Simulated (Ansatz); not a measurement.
# SiH3S+ (singlet): wave-function methods side by side, cc-pVDZ

One table from this session's results is given with a row withheld; the runs are named, their logs left out.

Program: Ansatz 0.2.0, Gaussian basis. Level of theory: cc-pVDZ, core rule «outside noble gas», up to 10 orbitals frozen. These are calculated values, not measurements.

Plan: UHF; CCSD(T) on RHF; CCSD(T) on UHF; BCCD(T) on RHF; CISD; CCSDT(Q) on RHF; CCSDT(Q) on UHF.

22 further runs of the same task are left out: 1 for a known fault of the program, 7 that didn't finish, 14 set aside as unsound or not needed.

## The geometry

The geometry is a PBE0/def2-TZVP stationary point (not a proven minimum) of the parent state, kept for this charge and spin.

5 atoms, charge 1, spin multiplicity 1.

Atoms are counted from 1 here; the program's logs count them from 0.

Bond lengths: Si1–S2 2.121 Å, Si1–H3 1.489 Å, Si1–H4 1.485 Å, Si1–H5 1.485 Å. Angles: S2–Si1–H3 103.6°, S2–Si1–H4 112.2°, S2–Si1–H5 112.2°, H3–Si1–H4 109.7°, H3–Si1–H5 109.7°, H4–Si1–H5 109.4°.

Set-up of the first run:

in.yaml

```yaml
crystal:
  periodic: [false, false, false]
  atoms:
    - {symbol: Si, position_ang: [0.000000, -0.000202, 1.052928]}
    - {symbol: S, position_ang: [0.000000, -0.004525, -1.067767]}
    - {symbol: H, position_ang: [0.000088, 1.448282, 1.400063]}
    - {symbol: H, position_ang: [1.211621, -0.649429, 1.614567]}
    - {symbol: H, position_ang: [-1.211700, -0.649282, 1.614567]}
basis:
  gaussian: {orbitals: cc-pVDZ}
total_charge: 1
magnetization: {spin_polarized: true, initial_magnetization: 0}
hamiltonian: {xc: hf}
output: {orbitals: {seedname: orbitals}}
```

On the command line:

```console
$ ansatz run in.yaml --threads 1 --pin off --events-out ev --progress --plain --max-ram 2393MiB
```

Steps of the session up to this table: UHF; CCSD(T) on RHF; CCSD(T) on UHF; BCCD(T) on RHF; CISD; CCSDT(Q) on RHF; CCSDT(Q) on UHF.

One of the session's tables, all rows but one given; the rest of the session is left out.

It belongs to the step «Misses and costs». 

| method | from RCCSDT(Q) (meV) |
| --- | --- |
| RHF | +7398.9 |
| UHF | +5805.9 |
| RMP2 | +1908.2 |
| UMP2 | +877.4 |
| CISD | ? |
| RCCSD | +479.4 |
| UCCSD | -501.1 |
| RCCSD(T) | +221.9 |
| UCCSD(T) | -752.3 |
| BCCD(T) | +228.8 |
| RCCSDT | +62.3 |
| UCCSDT | -1084.3 |
| RCCSDT(Q) | 0 |
| UCCSDT(Q) | -1169.2 |

Q: Estimate the row for CISD from the others.

**Answer.** from RCCSDT(Q) (meV): +1201.7. In the column «from RCCSDT(Q) (meV)» it lies between UMP2 (+877.4) and RMP2 (+1908.2).

The program flags UCCSD(T), UCCSDT(Q) as in doubt (see the logs), so those rows may rest on another solution; read them beside their warnings.

To keep in mind: The determinant is far from a pure spin state, so its energy mixes those of several spin states (harmless only where they are near-degenerate, as at dissociation). The program flags UCCSD(T), UCCSDT(Q) as in doubt, so those rows may rest on another solution; read them beside their warnings. Warnings: restricted reference is unstable; spin contamination; large T1 diagnostic. Restricted and unrestricted rows rest on different reference determinants; where their highest levels disagree by more than a few hundredths of an eV, they describe different states and don't form one ladder.
